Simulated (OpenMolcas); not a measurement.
**BH3 (borane) at RI-MP2/def2-TZVPP (RICD fitting, fitting threshold 0.001)**

What is the energy change on altering one bond length of BH3 (borane) at RI-MP2/def2-TZVPP (RICD fitting, fitting threshold 0.001)? 

The calculation is run with OpenMolcas 26.06.

## Step 1: Starting point

The species is BH3 (4 atoms), meant as a singlet with charge 0. SMILES: `B`. The shape is that of a PBE0-D4/def2-TZVP optimisation.

Bond lengths: B1–H2 1.193 Å, B1–H3 1.193 Å, B1–H4 1.193 Å. Angles: H2–B1–H3 120.0°, H2–B1–H4 120.0°, H3–B1–H4 120.0°.

## Step 2: The energy at RI-MP2/def2-TZVPP (RICD fitting, fitting threshold 0.001)

File job.inp:

```
&GATEWAY
BasLib=$CurrDir
Coord
4
bohr
B      0.02626719    -0.02853486    -0.00963760
H      1.85608900     0.72130846     1.07487622
H     -0.52194236    -2.21438107     0.08125822
H     -1.25553404     1.40765699    -1.18466931
Basis=def2-TZVPP
Group=NoSym
RICD
aCD
CDThreshold=0.001
&SEWARD
&SCF
PrOrbitals=0
&MBPT2
Frozen=1
```

The basis set def2-TZVPP is read from a file made from the Basis Set Exchange's data (not shown).

Run with:

```console
$ export MOLCAS_MEM=1860
$ pymolcas job.inp > job.log
```

The program printed:

```text
--- Start Module: gateway ---
[...]
--- Stop Module: gateway /rc=_RC_ALL_IS_WELL_ ---
[...]
      Basis functions           73
[...]
--- Start Module: scf ---
[...]
       Convergence after   8 Iterations
[...]
::    Total SCF energy                                -26.4006490643
[...]
      Total spin, S                                     0.0000000000
[...]
      Total electronic charge=    8.000000
      Total            charge=   -0.000000
[...]
      Dipole Moment (debye):
      Origin of the operator (angstrom)=    0.0139   -0.0151   -0.0051
                   X=  6.7183E-05               Y= -3.5776E-05               Z= -1.7635E-04           Total=  1.9207E-04
      Quadrupole Moment (debye*angstrom):
[...]
--- Stop Module: scf /rc=_RC_ALL_IS_WELL_ ---
--- Start Module: mbpt2 ---
[...]
WARNING!
Default frozen orbitals as non valence orbitals is overwritten by user input.
Default values:   1
[...]
       Reference weight ( Cref**2 )         =        0.96165
::    Total MBPT2 energy                              -26.5139318592
[...]
--- Stop Module: mbpt2 /rc=_RC_ALL_IS_WELL_ ---
[...]
```

It took 2.1 s on 1 thread of Arm Neoverse V1, shared host; peak memory 0.093 GiB.

## Step 3: The distorted shape, same level

File job.input:

```
* BH3 RI-MP2
&GATEWAY
BasLib=$CurrDir
Coord
4
bohr
B      1.30806464    -1.46472294     1.16539221
H      3.13788645    -0.71487961     2.24990603
H      0.75985510    -3.65056915     1.25628804
H     -1.25553404     1.40765699    -1.18466931
Basis=def2-TZVPP
Group=NoSym
RICD
aCD
CDThreshold=0.001
&SEWARD
&SCF
PrOrbitals=0
&MBPT2
Frozen=1
```

The basis set def2-TZVPP is read from a file made from the Basis Set Exchange's data (not shown).

Run with:

```console
$ export MOLCAS_MEM=1860
$ pymolcas job.input > job.log
```

The program printed:

```text
--- Start Module: gateway ---
[...]
--- Stop Module: gateway /rc=_RC_ALL_IS_WELL_ ---
[...]
      Basis functions           73
[...]
--- Start Module: scf ---
[...]
       Convergence after  10 Iterations
[...]
::    Total SCF energy                                -26.2408171107
[...]
      Total spin, S                                     0.0000000000
[...]
      Total electronic charge=    8.000000
      Total            charge=   -0.000000
[...]
      Dipole Moment (debye):
      Origin of the operator (angstrom)=    0.6435   -0.7205    0.5721
                   X=  1.5041E+00               Y= -1.6852E+00               Z=  1.3787E+00           Total=  2.6463E+00
      Quadrupole Moment (debye*angstrom):
[...]
--- Stop Module: scf /rc=_RC_ALL_IS_WELL_ ---
--- Start Module: mbpt2 ---
[...]
WARNING!
Default frozen orbitals as non valence orbitals is overwritten by user input.
Default values:   1
[...]
       Reference weight ( Cref**2 )         =        0.93997
::    Total MBPT2 energy                              -26.3612413881
[...]
--- Stop Module: mbpt2 /rc=_RC_ALL_IS_WELL_ ---
[...]
```

Run time: 2.1 s. Hardware: 1 thread of Arm Neoverse V1, shared host; peak memory 0.093 GiB.

## Step 4: What came out

At RI-MP2/def2-TZVPP (RICD fitting, fitting threshold 0.001), 1 core orbital frozen:

| quantity | value |
| --- | --- |
| first shape: total energy | -26.51393 Eh |
| first shape: dipole moment (mean-field density) | 0.00 D |
| first shape: HOMO energy (Hartree–Fock orbitals) | -13.55 eV |
| first shape: LUMO energy (Hartree–Fock orbitals) | 1.47 eV |
| first shape: HOMO–LUMO gap (Hartree–Fock orbitals) | 15.01 eV |
| first shape: correlation energy (1 core orbital frozen) | -113.3 mEh |
| distorted shape: total energy | -26.36124 Eh |
| distorted shape: dipole moment (mean-field density) | 2.65 D |
| distorted shape: HOMO energy (Hartree–Fock orbitals) | -9.27 eV |
| distorted shape: LUMO energy (Hartree–Fock orbitals) | 0.74 eV |
| distorted shape: HOMO–LUMO gap (Hartree–Fock orbitals) | 10.01 eV |
| distorted shape: correlation energy (1 core orbital frozen) | -120.4 mEh |
| energy change with the B1–H4 bond stretched from 1.193 to 2.387 Å | 4.155 eV |

**Reading.** One bond (distorted shape) is far stretched, which a spin-restricted single reference describes badly; perturbation theory on it can break down and give far too much correlation. With the B1–H4 bond stretched from 1.193 to 2.387 Å the energy rises by 4.15 eV (96 kcal/mol). The first shape isn't relaxed at this level, so the change isn't measured from a minimum. A restricted reference can't describe the breaking bond well at this length. Mulliken charges (distorted shape) of the mean-field density run from -0.16 on H4 to +0.09 on B1.
